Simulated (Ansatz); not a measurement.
## Phonon frequency of some cubic tetrahedrally bonded semiconductors and semimetals

Method: r²SCAN+rVV10 (plane waves, PAW; Ansatz, an electronic-structure program). References are measured values at room or unstated temperature, uncorrected unless marked, so that the deviations hold thermal and zero-point effects besides the level's error. The table is a random draw of 8 from 51 values with such references.

Values in cm⁻¹.

```
solid                        reference  r²SCAN+rVV10  deviation (%)
---------------------------  ---------  ------------  -------------
zinc-blende InP (X TO)             324           319           -1.5
3C-SiC (L LO)                      838           846           +1.0
diamond (L TO)                    1206          1225           +1.6
zinc-blende InP (L LO)             340           334           -1.8
diamond-structure Ge (L LA)        222           223           +0.5
diamond-structure Si (X TA)        150           153           +2.0
diamond-structure Si (L TO)        490           495           +1.0
zinc-blende GaSb (L TO)            216           219           +1.4
```

Over these 8 values the mean deviation is +0.5 %, the mean absolute deviation 1.3 % (median 1.5 %), and the worst case diamond-structure Si (X TA) at +2.0 %; the value is too high in 6 of 8 cases. Over all 51, from unrounded values, the mean deviation is -0.3 % and the mean absolute deviation 1.7 % (median 1.3 %).

Spin–orbit coupling is left out, also for the solids with elements from indium on (zinc-blende InP, zinc-blende GaSb); its size isn't shown.

Differences are worked out from the printed values.

Each level is taken at its own relaxed cell. Ansatz's density-functional and Hartree–Fock values are scalar-relativistic unless marked +SOC, with PAW data made under PBE.

Not in this set, of the tetrahedrally bonded semiconductors and semimetals with a reference value in our tables and a result at some level: 20 for no value at r²SCAN+rVV10 (not run, a failed fit, an unstable or unbound cell, or a value held back for tests); 12 for a reference of another kind, counted apart. These can be a level's best or worst cases. At least 16 more with a reference value are held back for tests. Solids without a released value at any level aren't counted. Layered and molecular crystals are counted apart. The metals Ce to Yb are counted apart.

References as tabulated in Ioffe Institute, NSM Archive: InP, mechanic properties page; Giannozzi et al., Phys. Rev. B (1991); Wang et al. (1996), arXiv:mtrl-th/9510002; arXiv:cond-mat/0412643 and others.
